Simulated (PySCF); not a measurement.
Homolysis of single bonds, series HO-X. Isolated molecules, 0 K electronic values unless said otherwise. One relaxed conformer stands for each flexible species; it need not be the lowest. Strings in code marks are SMILES.

All values below come from M06-2X/def2-TZVP // B3LYP-D3(BJ)/def2-TZVP run with PySCF. All candidates: neutral, multiplicity 2. 

| Quantity | Result |
|---|---|
| highest occupied spin orbital | -7.65 eV |
| dipole moment | 1.72 D |

Q: Name which member has these values.
A. `[C]#N`
B. `C[C](C)C`
C. `[CH]=O`
D. `[SH]`

A: C, `[CH]=O`. The others give `[SH]`: -8.55 eV, 0.89 D; `[C]#N`: -12.07 eV, 1.84 D; `C[C](C)C`: -6.03 eV, 0.25 D
